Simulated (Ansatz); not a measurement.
`O=C1C=CC(=O)C=C1`. Total charge 0; spin multiplicity 1.

```xyz
12

O     1.460    0.749   -2.077
C     0.791    0.406   -1.125
C    -0.284    1.267   -0.593
C    -1.020    0.890    0.454
C    -0.791   -0.405    1.125
O    -1.459   -0.748    2.078
C     0.284   -1.267    0.593
C     1.020   -0.890   -0.454
H    -0.431    2.212   -1.104
H    -1.815    1.502    0.864
H     0.431   -2.212    1.104
H     1.815   -1.503   -0.865
```

Task: What are the harmonic wavenumbers in cm⁻¹ at PBE0-D4/def2-TZVP (Ansatz, finite differences of forces, unscaled)? (Estimate.)

Result: Computed: 90, 229, 336, 417, 451, 455, 516, 607, 761, 764, 788, 821, 920, 955, 1026, 1034, 1086, 1161, 1244, 1335, 1385, 1410, 1674, 1708, 1770, 1771, 3198, 3199, 3216, 3218.

Task: Is this a minimum?

Result: Yes, all 30 modes are real.

Task: Give the ideal-gas thermochemistry at 298.15 K and 1 bar (rigid rotor, harmonic oscillator; point group D2h, symmetry number 4).

Result: Zero-point energy 224.6 kJ/mol; H(298) − E = 243.5 kJ/mol; entropy 321.3 J/(mol·K), of which translation 167.3, rotation 104.6, vibration 49.5; G(298) − E = 147.7 kJ/mol. Modes under 100 cm⁻¹ are hindered rotations or soft bends, so the harmonic entropy is rough.

Task: And at 400, 500, 600, 800 and 1000 K?

Result: 
```json
{"T (K)": "400", "H − E (kJ/mol)": "255.7", "S (J/mol/K)": "356.3", "G − E (kJ/mol)": "113.1"}
{"T (K)": "500", "H − E (kJ/mol)": "270.2", "S (J/mol/K)": "388.7", "G − E (kJ/mol)": "75.9"}
{"T (K)": "600", "H − E (kJ/mol)": "286.9", "S (J/mol/K)": "419.0", "G − E (kJ/mol)": "35.5"}
{"T (K)": "800", "H − E (kJ/mol)": "324.9", "S (J/mol/K)": "473.5", "G − E (kJ/mol)": "-53.9"}
{"T (K)": "1000", "H − E (kJ/mol)": "367.4", "S (J/mol/K)": "520.9", "G − E (kJ/mol)": "-153.5"}
```
